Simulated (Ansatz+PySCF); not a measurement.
Values are calculated unless marked as measured or tabulated.
Input for PySCF 2.14.0:

```python
from pyscf import gto, dft

mol = gto.M(atom="""
P 0.000000 0.000000 -0.473650
N 0.000000 0.000000 1.014960
""", basis='def2-svp', charge=0, spin=0)
mf = dft.RKS(mol, xc='pbe0')
mf.init_guess = 'minao'
mf.kernel()
while True:  # follow internal instabilities
    mo, _, stable, _ = mf.stability(return_status=True)
    if stable: break
    mf.kernel(mf.make_rdm1(mo, mf.mo_occ))
print(mf.converged, mf.e_tot, mf.spin_square()[0])
```

The script is written out from the run's settings.

Results

```yaml
Converged: yes
Total_energy: -395.71208 hartree
Spin_squared_of_the_determinant: 0.000
```
